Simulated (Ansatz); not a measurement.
Input file:

```yaml
crystal:
  periodic: [false, false, false]
  atoms:
    - {symbol: C, position_ang: [0.000000, -0.500907, 0.000000]}
    - {symbol: F, position_ang: [0.000000, 0.158336, -1.130366]}
    - {symbol: F, position_ang: [0.000000, 0.158336, 1.130366]}
basis:
  gaussian: {orbitals: cc-pVDZ}
total_charge: 1
magnetization: {spin_polarized: false, initial_magnetization: 3}
correlation: {method: ccsdt_q, electrons: outside_noble_gas}
```

```sh
$ ansatz run in.yaml --threads 1 --pin off --events-out ev --progress --plain --max-ram 2393MiB
```

Q: Roughly how long does this take on 1 thread of Arm Neoverse V2, shared host, and how much host memory?

A: 92 s wall and 1.4 GiB.

```
729 factors; integrals over basis functions are off by at most 8.2e-8 eV
mean field evaluation 1: about -6420.2447 eV, gradient 2.4e1 eV
mean field evaluation 2: about -6420.2502 eV, gradient 2.4e1 eV
mean field evaluation 4: about -6422.1631 eV, gradient 3.1e0 eV
mean field evaluation 8: about -6422.2076 eV, gradient 2.1e-1 eV
mean field evaluation 16: about -6422.2091 eV, gradient 4.9e-3 eV
mean field evaluation 32: about -6423.2660 eV, gradient 2.6e-6 eV
mean field evaluation 64: about -6421.3202 eV, gradient 1.0e1 eV
mean field evaluation 96: about -6423.2596 eV, gradient 1.1e0 eV
mean field evaluation 128: about -6423.2053 eV, gradient 5.1e-6 eV
mean field evaluation 160: about -6416.0844 eV, gradient 1.4e0 eV
...
cycle  13  -13.51043583 eV  change    1.4e-4 eV  update   5.2e-5
cycle  14  -13.51053781 eV  change   -1.0e-4 eV  update   2.7e-5
cycle  15  -13.51058090 eV  change   -4.3e-5 eV  update   1.4e-5
cycle  16  -13.51058884 eV  change   -7.9e-6 eV  update   7.5e-6
cycle  17  -13.51058209 eV  change    6.7e-6 eV  update   4.8e-6
cycle  18  -13.51057631 eV  change    5.8e-6 eV  update   3.2e-6
cycle  19  -13.51057497 eV  change    1.3e-6 eV  update   2.1e-6
cycle  20  -13.51057426 eV  change    7.1e-7 eV  update   1.3e-6
cycle  21  -13.51057431 eV  change   -4.7e-8 eV  update   6.8e-7
cycle  22  -13.51057449 eV  change   -1.9e-7 eV  update   3.8e-7
perturbative correction -0.05660609 eV, -0.0020802354 hartree
WARN: these amplitudes may be one of several solutions (largest doubles amplitude 0.10, level shift 13.39 eV)
Total energy: -6435.77626416 eV, -236.5104153822 hartree
```
